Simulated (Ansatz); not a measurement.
Results of r²SCAN in Ansatz (PAW) for cubic perovskite SrTiO3 (cubic form, which distorts at low temperature).

Numerical settings: plane-wave cutoff 500 eV, 8×8×8 k mesh, gaussian smearing 0.02 eV, no spin polarisation, scalar-relativistic PAW data made under PBE.

Computed at the level's own relaxed cell.

Question: Predict the volume per atom, equilibrium lattice constant a and band gap.

Answer: 
* **volume per atom**: 11.93 Å³/atom
* **equilibrium lattice constant a**: 3.907 Å
* **band gap**: 2.26 eV (on the SCF k mesh)

Measured, for comparison: band gap 3.59 eV (zero-point renormalisation of 336 meV (experimental, the table's column) added back here, indirect; inputs from Miglio et al. (2020), arXiv:2011.12765); equilibrium volume per atom 11.77 Å³/atom, lattice constant a 3.89 Å (0 K, cubic phase extrapolated to 0 K; as tabulated in Bilc et al. (2008), arXiv:0805.0753). Computed (rounded) less measured: equilibrium volume per atom +1.4 %, lattice constant a +0.4 %.

Note: the relaxation could not lower the start's symmetry, so the cell can be a saddle point above a distorted one.

Spin–orbit coupling is not included.

Static lattice: no zero-point or thermal effects.

The result took roughly 14 core-seconds.

Ansatz is a first-principles code.
